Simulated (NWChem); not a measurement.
Correlation energy of fluoromethane (CH3F)

```
C
F 1 1.3634
H 1 1.1027 2 110.04
H 1 1.1027 3 108.90 2 -120.69
H 1 1.1027 3 108.90 4 -118.63
```
Charge 0, spin multiplicity 1.

Program: NWChem. Structure: optimised with PBE0/def2-SVP, a minimum by its harmonic frequencies.

Basis set: cc-pVDZ. Each correlation energy counts from its own Hartree-Fock reference.

| method | correlation energy (mHa) | difference from CCSD(T) |
|---|---|---|
| MP2 | -334.2 | +28.4 |
| CR-CCSD(T) | -361.5 | +1.0 |
| CCSD+T(CCSD) | -363.0 | -0.5 |
| RI-MP2 | -334.1 | +28.4 |
| SCS-MP2 | -331.5 | +31.1 |
| CCSD(T) | -362.5 | 0.0 |
| CR-CCSD[T] | -361.9 | +0.7 |
| CCSD | -356.1 | +6.5 |

The values span 31.5 mHa, from CCSD+T(CCSD) (lowest) to SCS-MP2 (highest). 

The correlated methods keep 2 core orbitals frozen. Coupled-cluster values serve here as a point of comparison, not as the truth.
